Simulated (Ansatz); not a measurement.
Input file:

```yaml
crystal:
  periodic: [false, false, false]
  atoms:
    - {symbol: Ga, position_ang: [0.000000, 0.000000, 1.930457]}
    - {symbol: Be, position_ang: [0.000000, 0.000000, -0.285543]}
    - {symbol: H, position_ang: [0.000000, 0.000000, -1.644913]}
basis:
  gaussian: {orbitals: cc-pVDZ}
correlation: {method: fic_mrcisd_q, electrons: outside_noble_gas, active_space: {window: {electrons: 6, orbitals: 9}, shells: [{species: Be, l: s, shell: 2}, {species: Be, l: p, shell: 2}, {species: Ga, l: s, shell: 4}, {species: Ga, l: p, shell: 4}, {species: H, l: s, shell: 1}]}}
```

```sh
$ ansatz run in.yaml --threads 1 --pin off --events-out ev --progress --plain --max-ram 2393MiB
```

Output:

```
848 factors; integrals over basis functions are off by at most 2.6e-7 eV
mean field evaluation 1: about -52744.9190 eV, gradient 9.1e0 eV
mean field evaluation 2: about -52744.9789 eV, gradient 9.3e0 eV
mean field evaluation 4: about -52745.7268 eV, gradient 6.2e-1 eV
mean field evaluation 8: about -52745.7315 eV, gradient 4.1e-2 eV
mean field -52745.73152477 eV, -1938.3698811942 hartree, gradient 9.9e-7 eV, S^2 0.000000; 0 other end points of the search recorded, 0 dependent functions left out; unrestricted orbitals would lower it
reference -52745.73152477 eV, -1938.3698811942 hartree; 18, 18 occupied and 28, 28 virtual orbitals, 848 factors
state -52747.66720637 eV, -1938.4410161811 hartree
contracted CI cycle   1: correlation 0.00000000 eV, 0.0000000000 hartree, residual 7.01e0 eV
contracted CI cycle   2: correlation -1.02531550 eV, -0.0376796498 hartree, residual 1.68e0 eV
contracted CI cycle   3: correlation -1.08913448 eV, -0.0400249539 hartree, residual 4.59e-1 eV
contracted CI cycle   4: correlation -1.09320252 eV, -0.0401744516 hartree, residual 1.22e-1 eV
contracted CI cycle   5: correlation -1.09348853 eV, -0.0401849622 hartree, residual 3.58e-2 eV
contracted CI cycle   6: correlation -1.09351144 eV, -0.0401858043 hartree, residual 1.05e-2 eV
contracted CI cycle   7: correlation -1.09351361 eV, -0.0401858840 hartree, residual 3.10e-3 eV
contracted CI cycle   8: correlation -1.09351382 eV, -0.0401858916 hartree, residual 1.09e-3 eV
state -52747.66720637 eV, -1938.4410161811 hartree; corrected -52748.79485161 eV, -1938.4824563793 hartree
Total energy: -52748.79485161 eV, -1938.4824563793 hartree
Checks for a lower state left out: starts, orbital_swaps
```

Natural occupations: 1.9815 1.9282 1.8728 0.0667 0.0667 0.0267 0.0267 0.0191 0.0115.

For the same geometry and basis full CI lies 11.6 meV lower.

Ran on 1 thread of Arm Neoverse V1, shared host: 6.5 s wall, 0.34 GiB peak host memory.
